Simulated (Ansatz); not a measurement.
**Ag: which structure is lowest?**

These are results of DFT, LDA (PW92), plane waves (420 eV) with PAW, scalar-relativistic in Ansatz 0.2.0, not measurements. The PAW files were generated under PBE, with cores re-solved for the functional.

Each structure is relaxed within its own symmetry, so a high-lying one may be dynamically unstable.

```csv
structure,ΔE (meV/atom),V (Å³/atom),cell,magnetic state
fcc,0,15.99,a = 3.999 Å,spin not included
dhcp (4H),4,16.01,"a = 2.817 Å, c = 9.318 Å (c/a = 3.308)",spin not included
hcp,10,16.06,"a = 2.837 Å, c = 4.608 Å (c/a = 1.624)",spin not included
bcc,39,16.12,a = 3.183 Å,spin not included
omega (AlB2-type),83,16.35,"a = 4.556 Å, c = 2.729 Å (c/a = 0.599)",spin not included
A15,121,16.50,a = 5.091 Å,spin not included
simple cubic,415,18.55,a = 2.647 Å,spin not included
diamond,1063,26.07,a = 5.930 Å,spin not included
```

ΔE counts from fcc.

Differences under about 8 meV lie within the error of the k-point mesh.
